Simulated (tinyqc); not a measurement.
Extended Hueckel theory, for CH4, step by step. One step of it, computed by the program tinyqc.

Task: Wolfsberg-Helmholz matrix. H_ij = K' S_ij (H_ii + H_jj)/2 for i != j (the diagonal keeps H_ii), with K' = 2.

overlap S, lower triangle:
```
           1C 2s     1C 2px     1C 2py     1C 2pz     2H 1s     3H 1s     4H 1s     5H 1s
1C 2s   1.000000
1C 2px  0.000000   1.000000
1C 2py  0.000000   0.000000   1.000000
1C 2pz  0.000000   0.000000   0.000000   1.000000
2H 1s   0.514212   0.291149   0.291149   0.291149  1.000000
3H 1s   0.514212   0.291149  -0.291149  -0.291149  0.164228  1.000000
4H 1s   0.514212  -0.291149   0.291149  -0.291149  0.164228  0.164228  1.000000
5H 1s   0.514212  -0.291149  -0.291149   0.291149  0.164228  0.164228  0.164228  1.000000
```

diagonal H_ii (eV): 1C 2s -21.400000, 1C 2px -11.400000, 1C 2py -11.400000, 1C 2pz -11.400000, 2H 1s -13.600000, 3H 1s -13.600000, 4H 1s -13.600000, 5H 1s -13.600000

K = 2.000000

Give: H.

Result:

H (eV), lower triangle:
```
           1C 2s    1C 2px    1C 2py    1C 2pz     2H 1s     3H 1s     4H 1s     5H 1s
1C 2s   -21.4000
1C 2px    0.0000  -11.4000
1C 2py    0.0000    0.0000  -11.4000
1C 2pz    0.0000    0.0000    0.0000  -11.4000
2H 1s   -17.9974   -7.2787   -7.2787   -7.2787  -13.6000
3H 1s   -17.9974   -7.2787    7.2787    7.2787   -4.4670  -13.6000
4H 1s   -17.9974    7.2787   -7.2787    7.2787   -4.4670   -4.4670  -13.6000
5H 1s   -17.9974    7.2787    7.2787   -7.2787   -4.4670   -4.4670   -4.4670  -13.6000
```
